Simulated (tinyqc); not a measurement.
Worked calculation (part 2 of 2): ROHF in the sto-3g basis, for LiH, spin multiplicity 3. Computed by tinyqc, a small Python program that keeps every step (integrals from PySCF). Command: `OMP_NUM_THREADS=1 python tinyqc.py 25718 25719 out.jsonl` (the two numbers bound the seeds that draw the settings). One thread of a shared host (Intel(R) Xeon(R) Processor @ 2.60GHz), about 0.08 s of CPU time with the checks.

Geometry (angstrom):
```
atom         x         y         z
Li    0.000000  0.000000  0.000000
H     0.000000  0.000000  2.330000
```

## Iteration 3: building the Fock matrix

D(alpha) after iteration 2:
```
            1Li 1s     1Li 2s   1Li 2px   1Li 2py    1Li 2pz      2H 1s
1Li 1s    1.058669  -0.246702  0.000000  0.000000   0.058496   0.012950
1Li 2s   -0.246702   1.040415  0.000000  0.000000  -0.213613  -0.120803
1Li 2px   0.000000   0.000000  0.000000  0.000000   0.000000   0.000000
1Li 2py   0.000000   0.000000  0.000000  0.000000   0.000000   0.000000
1Li 2pz   0.058496  -0.213613  0.000000  0.000000   0.067912   0.169819
2H 1s     0.012950  -0.120803  0.000000  0.000000   0.169819   0.892250
```

D(beta) after iteration 2:
```
            1Li 1s     1Li 2s   1Li 2px   1Li 2py    1Li 2pz      2H 1s
1Li 1s    0.982211   0.034704  0.000000  0.000000   0.003093  -0.004748
1Li 2s    0.034704   0.001226  0.000000  0.000000   0.000109  -0.000168
1Li 2px   0.000000   0.000000  0.000000  0.000000   0.000000   0.000000
1Li 2py   0.000000   0.000000  0.000000  0.000000   0.000000   0.000000
1Li 2pz   0.003093   0.000109  0.000000  0.000000   0.000010  -0.000015
2H 1s    -0.004748  -0.000168  0.000000  0.000000  -0.000015   0.000023
```

core Hamiltonian H = T + V (hartree):
```
            1Li 1s     1Li 2s    1Li 2px    1Li 2py    1Li 2pz      2H 1s
1Li 1s   -4.633210  -1.039346   0.000000   0.000000  -0.007595  -0.056021
1Li 2s   -1.039346  -1.325303   0.000000   0.000000  -0.081138  -0.338208
1Li 2px   0.000000   0.000000  -1.078147   0.000000   0.000000   0.000000
1Li 2py   0.000000   0.000000   0.000000  -1.078147   0.000000   0.000000
1Li 2pz  -0.007595  -0.081138   0.000000   0.000000  -1.137983  -0.476844
2H 1s    -0.056021  -0.338208   0.000000   0.000000  -0.476844  -1.147886
```

Two-electron integrals (ij|kl) in chemists' order, unique and non-zero (hartree):
```
(11|11) 1.680395   (21|11) 0.265420   (21|21) 0.049941   (22|11) 0.397727
(22|21) 0.092860   (22|22) 0.290562   (31|31) 0.008981   (32|31) 0.013788
(32|32) 0.064184   (33|11) 0.396640   (33|21) 0.092880   (33|22) 0.290497
(33|33) 0.312946   (41|41) 0.008981   (42|41) 0.013788   (42|42) 0.064184
(43|43) 0.016869   (44|11) 0.396640   (44|21) 0.092880   (44|22) 0.290497
(44|33) 0.279207   (44|44) 0.312946   (51|51) 0.008981   (52|51) 0.013788
(52|52) 0.064184   (53|53) 0.016869   (54|54) 0.016869   (55|11) 0.396640
(55|21) 0.092880   (55|22) 0.290497   (55|33) 0.279207   (55|44) 0.279207
(55|55) 0.312946   (61|11) 0.013023   (61|21) 0.002490   (61|22) 0.004808
(61|33) 0.004745   (61|44) 0.004745   (61|51) 0.000345   (61|52) 0.000677
(61|55) 0.004937   (61|61) 0.000140   (62|11) 0.065326   (62|21) 0.015602
(62|22) 0.056613   (62|33) 0.053246   (62|44) 0.053246   (62|51) 0.002344
(62|52) 0.017982   (62|55) 0.063295   (62|61) 0.000963   (62|62) 0.023530
(63|31) 0.000817   (63|32) 0.004708   (63|53) 0.002276   (63|63) 0.001111
(64|41) 0.000817   (64|42) 0.004708   (64|54) 0.002276   (64|64) 0.001111
(65|11) 0.092100   (65|21) 0.022103   (65|22) 0.081976   (65|33) 0.076386
(65|44) 0.076386   (65|51) 0.003599   (65|52) 0.027856   (65|55) 0.093081
(65|61) 0.001387   (65|62) 0.036231   (65|65) 0.056033   (66|11) 0.227089
(66|21) 0.054746   (66|22) 0.217832   (66|33) 0.200315   (66|44) 0.200315
(66|51) 0.007567   (66|52) 0.076574   (66|55) 0.252693   (66|61) 0.003376
(66|62) 0.121260   (66|65) 0.190904   (66|66) 0.774606
```

nuclear repulsion = 0.68134405 hartree

J_ij = sum D_kl (ij|kl) with D = D(alpha) + D(beta), K_ij = sum D_kl (ik|jl) for each spin; F = H + J - K(s); E = tr D H + tr D J / 2 - 0.5 sum_s tr D(s) K(s) + E_nn.

Coulomb J (hartree):
```
           1Li 1s    1Li 2s   1Li 2px   1Li 2py   1Li 2pz     2H 1s
1Li 1s   3.976490  0.676172  0.000000  0.000000  0.002631  0.033873
1Li 2s   0.676172  1.303320  0.000000  0.000000  0.047737  0.297411
1Li 2px  0.000000  0.000000  1.283544  0.000000  0.000000  0.000000
1Li 2py  0.000000  0.000000  0.000000  1.283544  0.000000  0.000000
1Li 2pz  0.002631  0.047737  0.000000  0.000000  1.335812  0.439480
2H 1s    0.033873  0.297411  0.000000  0.000000  0.439480  1.379260
```

exchange K(alpha) (hartree):
```
           1Li 1s     1Li 2s   1Li 2px   1Li 2py    1Li 2pz     2H 1s
1Li 1s   1.700571   0.267886  0.000000  0.000000   0.002074  0.014466
1Li 2s   0.267886   0.327546  0.000000  0.000000  -0.033478  0.137289
1Li 2px  0.000000   0.000000  0.071277  0.000000   0.000000  0.000000
1Li 2py  0.000000   0.000000  0.000000  0.071277   0.000000  0.000000
1Li 2pz  0.002074  -0.033478  0.000000  0.000000   0.165709  0.214928
2H 1s    0.014466   0.137289  0.000000  0.000000   0.214928  0.739414
```

exchange K(beta) (hartree):
```
           1Li 1s    1Li 2s   1Li 2px   1Li 2py   1Li 2pz     2H 1s
1Li 1s   1.668862  0.276023  0.000000  0.000000  0.000824  0.014365
1Li 2s   0.276023  0.055688  0.000000  0.000000  0.000235  0.003002
1Li 2px  0.000000  0.000000  0.009848  0.000000  0.000000  0.000000
1Li 2py  0.000000  0.000000  0.000000  0.009848  0.000000  0.000000
1Li 2pz  0.000824  0.000235  0.000000  0.000000  0.009815  0.000441
2H 1s    0.014365  0.003002  0.000000  0.000000  0.000441  0.000190
```

F(alpha) (hartree):
```
            1Li 1s     1Li 2s   1Li 2px   1Li 2py    1Li 2pz      2H 1s
1Li 1s   -2.357291  -0.631060  0.000000  0.000000  -0.007038  -0.036614
1Li 2s   -0.631060  -0.349529  0.000000  0.000000   0.000076  -0.178087
1Li 2px   0.000000   0.000000  0.134120  0.000000   0.000000   0.000000
1Li 2py   0.000000   0.000000  0.000000  0.134120   0.000000   0.000000
1Li 2pz  -0.007038   0.000076  0.000000  0.000000   0.032121  -0.252292
2H 1s    -0.036614  -0.178087  0.000000  0.000000  -0.252292  -0.508040
```

F(beta) (hartree):
```
            1Li 1s     1Li 2s   1Li 2px   1Li 2py    1Li 2pz      2H 1s
1Li 1s   -2.325582  -0.639197  0.000000  0.000000  -0.005787  -0.036513
1Li 2s   -0.639197  -0.077671  0.000000  0.000000  -0.033637  -0.043799
1Li 2px   0.000000   0.000000  0.195549  0.000000   0.000000   0.000000
1Li 2py   0.000000   0.000000  0.000000  0.195549   0.000000   0.000000
1Li 2pz  -0.005787  -0.033637  0.000000  0.000000   0.188014  -0.037805
2H 1s    -0.036513  -0.043799  0.000000  0.000000  -0.037805   0.231184
```

total energy of this density = -7.77679989 hartree

## Iteration 3: Roothaan effective Fock matrix

overlap S:
```
           1Li 1s    1Li 2s   1Li 2px   1Li 2py   1Li 2pz     2H 1s
1Li 1s   1.000000  0.241137  0.000000  0.000000  0.000000  0.012623
1Li 2s   0.241137  1.000000  0.000000  0.000000  0.000000  0.228863
1Li 2px  0.000000  0.000000  1.000000  0.000000  0.000000  0.000000
1Li 2py  0.000000  0.000000  0.000000  1.000000  0.000000  0.000000
1Li 2pz  0.000000  0.000000  0.000000  0.000000  1.000000  0.337711
2H 1s    0.012623  0.228863  0.000000  0.000000  0.337711  1.000000
```

With projectors Pc = D(beta) S, Po = (D(alpha) - D(beta)) S, Pv = 1 - D(alpha) S, the block xy is Px^T F Py; with Fc = (F(alpha) + F(beta))/2, the blocks are Fc for cc, oo, vv and cv, F(beta) for co and F(alpha) for ov.

effective F (hartree):
```
            1Li 1s     1Li 2s   1Li 2px   1Li 2py    1Li 2pz      2H 1s
1Li 1s   -2.341178  -0.638940  0.000000  0.000000  -0.005835  -0.036632
1Li 2s   -0.638940  -0.208863  0.000000  0.000000   0.006420  -0.103452
1Li 2px   0.000000   0.000000  0.164834  0.000000   0.000000   0.000000
1Li 2py   0.000000   0.000000  0.000000  0.164834   0.000000   0.000000
1Li 2pz  -0.005835   0.006420  0.000000  0.000000   0.160645  -0.092366
2H 1s    -0.036632  -0.103452  0.000000  0.000000  -0.092366  -0.157206
```

## Iteration 3: diagonalisation and new density

X:
```
            1Li 1s     1Li 2s   1Li 2px   1Li 2py    1Li 2pz      2H 1s
1Li 1s    1.023367  -0.128778  0.000000  0.000000  -0.005143   0.017360
1Li 2s   -0.128778   1.046752  0.000000  0.000000   0.034222  -0.131965
1Li 2px   0.000000   0.000000  1.000000  0.000000   0.000000   0.000000
1Li 2py   0.000000   0.000000  0.000000  1.000000   0.000000   0.000000
1Li 2pz  -0.005143   0.034222  0.000000  0.000000   1.048857  -0.189308
2H 1s     0.017360  -0.131965  0.000000  0.000000  -0.189308   1.071856
```

Diagonalise F' = X^T F X, C = X C', fill 3 alpha and 1 beta electrons from the bottom; D(s) = C_occ C_occ^T. Each column has its largest component positive (the first on a tie).

F' = X^T F X (hartree):
```
           1          2         3         4          5          6
1  -2.287723  -0.357010  0.000000  0.000000  -0.014293   0.016234
2  -0.357010  -0.069287  0.000000  0.000000   0.040339  -0.087062
3   0.000000   0.000000  0.164834  0.000000   0.000000   0.000000
4   0.000000   0.000000  0.000000  0.164834   0.000000   0.000000
5  -0.014293   0.040339  0.000000  0.000000   0.209482  -0.113908
6   0.016234  -0.087062  0.000000  0.000000  -0.113908  -0.110522
```

orbital energies (hartree): MO1 -2.343787, MO2 -0.179729, MO3 0.002521, MO4 0.164834, MO5 0.164834, MO6 0.262946

coefficients C:
```
               MO1        MO2        MO3        MO4       MO5        MO6
1Li 1s    0.991009  -0.104437  -0.253274   0.000000  0.000000  -0.083903
1Li 2s    0.035231   0.329173   0.953543   0.000000  0.000000   0.334690
1Li 2px   0.000000   0.000000   0.000000  -0.106060  0.994360   0.000000
1Li 2py   0.000000   0.000000   0.000000   0.994360  0.106060   0.000000
1Li 2pz   0.003595   0.071235  -0.282653   0.000000  0.000000   1.025746
2H 1s    -0.004932   0.851590  -0.397942   0.000000  0.000000  -0.564661
```

D(alpha) after iteration 3:
```
            1Li 1s     1Li 2s   1Li 2px   1Li 2py    1Li 2pz      2H 1s
1Li 1s    1.057153  -0.240971  0.000000  0.000000   0.067712   0.006964
1Li 2s   -0.240971   1.018841  0.000000  0.000000  -0.245947  -0.099309
1Li 2px   0.000000   0.000000  0.000000  0.000000   0.000000   0.000000
1Li 2py   0.000000   0.000000  0.000000  0.000000   0.000000   0.000000
1Li 2pz   0.067712  -0.245947  0.000000  0.000000   0.084980   0.173125
2H 1s     0.006964  -0.099309  0.000000  0.000000   0.173125   0.883588
```

D(beta) after iteration 3:
```
            1Li 1s     1Li 2s   1Li 2px   1Li 2py    1Li 2pz      2H 1s
1Li 1s    0.982098   0.034915  0.000000  0.000000   0.003563  -0.004887
1Li 2s    0.034915   0.001241  0.000000  0.000000   0.000127  -0.000174
1Li 2px   0.000000   0.000000  0.000000  0.000000   0.000000   0.000000
1Li 2py   0.000000   0.000000  0.000000  0.000000   0.000000   0.000000
1Li 2pz   0.003563   0.000127  0.000000  0.000000   0.000013  -0.000018
2H 1s    -0.004887  -0.000174  0.000000  0.000000  -0.000018   0.000024
```

Within a degenerate level the vectors are fixed only up to a rotation; this is one choice.

## Iteration 13 (converged): orbitals

converged F (hartree):
```
            1Li 1s     1Li 2s   1Li 2px   1Li 2py    1Li 2pz      2H 1s
1Li 1s   -2.341073  -0.638921  0.000000  0.000000  -0.007689  -0.036918
1Li 2s   -0.638921  -0.202178  0.000000  0.000000   0.011826  -0.102170
1Li 2px   0.000000   0.000000  0.165384  0.000000   0.000000   0.000000
1Li 2py   0.000000   0.000000  0.000000  0.165384   0.000000   0.000000
1Li 2pz  -0.007689   0.011826  0.000000  0.000000   0.154085  -0.095465
2H 1s    -0.036918  -0.102170  0.000000  0.000000  -0.095465  -0.165002
```

As before.

F' = X^T F X (hartree):
```
           1          2         3         4          5          6
1  -2.287498  -0.357925  0.000000  0.000000  -0.016955   0.016225
2  -0.357925  -0.062041  0.000000  0.000000   0.046523  -0.086672
3   0.000000   0.000000  0.165384  0.000000   0.000000   0.000000
4   0.000000   0.000000  0.000000  0.165384   0.000000   0.000000
5  -0.016955   0.046523  0.000000  0.000000   0.203616  -0.115387
6   0.016225  -0.086672  0.000000  0.000000  -0.115387  -0.118431
```

orbital energies (hartree): MO1 -2.343685, MO2 -0.184270, MO3 0.001941, MO4 0.165384, MO5 0.165384, MO6 0.261660

coefficients C:
```
               MO1        MO2        MO3        MO4       MO5        MO6
1Li 1s    0.991034  -0.095108  -0.253829   0.000000  0.000000  -0.092567
1Li 2s    0.035138   0.293537   0.954214   0.000000  0.000000   0.364603
1Li 2px   0.000000   0.000000   0.000000  -0.011983  0.999928   0.000000
1Li 2py   0.000000   0.000000   0.000000   0.999928  0.011983   0.000000
1Li 2pz   0.004288   0.072952  -0.309484   0.000000  0.000000   1.017848
2H 1s    -0.005037   0.869146  -0.352164   0.000000  0.000000  -0.568304
```

D(alpha) after iteration 13:
```
            1Li 1s     1Li 2s   1Li 2px   1Li 2py    1Li 2pz      2H 1s
1Li 1s    1.055624  -0.235302  0.000000  0.000000   0.075867   0.001734
1Li 2s   -0.235302   0.997924  0.000000  0.000000  -0.273750  -0.081090
1Li 2px   0.000000   0.000000  0.000000  0.000000   0.000000   0.000000
1Li 2py   0.000000   0.000000  0.000000  0.000000   0.000000   0.000000
1Li 2pz   0.075867  -0.273750  0.000000  0.000000   0.101121   0.172374
2H 1s     0.001734  -0.081090  0.000000  0.000000   0.172374   0.879460
```

D(beta) after iteration 13:
```
            1Li 1s     1Li 2s   1Li 2px   1Li 2py    1Li 2pz      2H 1s
1Li 1s    0.982149   0.034823  0.000000  0.000000   0.004250  -0.004992
1Li 2s    0.034823   0.001235  0.000000  0.000000   0.000151  -0.000177
1Li 2px   0.000000   0.000000  0.000000  0.000000   0.000000   0.000000
1Li 2py   0.000000   0.000000  0.000000  0.000000   0.000000   0.000000
1Li 2pz   0.004250   0.000151  0.000000  0.000000   0.000018  -0.000022
2H 1s    -0.004992  -0.000177  0.000000  0.000000  -0.000022   0.000025
```

Within a degenerate level the vectors are fixed only up to a rotation; this is one choice.

## Convergence

Stop when the energy changes by less than 1e-09 hartree and every element of the error matrix X^T (F D S - S D F) X is below 9e-06.

Course of the cycle:
```
iteration  E (hartree)     change  largest element of the error matrix
1          -7.65479736          -                             1.91e-01
2          -7.77063555  -1.16e-01                             4.42e-02
3          -7.77679989  -6.16e-03                             8.15e-03
4          -7.77725004  -4.50e-04                             3.83e-03
5          -7.77735151  -1.01e-04                             1.79e-03
6          -7.77737413  -2.26e-05                             8.38e-04
7          -7.77737912  -4.99e-06                             3.92e-04
8          -7.77738021  -1.09e-06                             1.83e-04
9          -7.77738045  -2.39e-07                             8.55e-05
10         -7.77738050  -5.23e-08                             4.00e-05
11         -7.77738051  -1.14e-08                             1.87e-05
12         -7.77738051  -2.49e-09                             8.72e-06
13         -7.77738051  -5.44e-10                             4.07e-06
```

PySCF ROHF in the same basis = -7.77738052 hartree

Converged in 13 iterations.

## Populations, bond orders and dipole

Mulliken: Z minus the diagonal of D S on the atom; Loewdin: the same with S^(1/2) D S^(1/2); Mayer order: 2 sum_s sum (D(s) S)_ij (D(s) S)_ji over the two atoms.

Charges (e):
```
atom   Mulliken    Loewdin  Mulliken spin
1Li   -0.080950  -0.113622       1.080779
2H     0.080950   0.113622       0.919221
```

Mayer bond orders:
```
pair     order
2-1   0.148480
```

dipole moment about the origin, x y z (debye): 0.000000  0.000000  3.034077
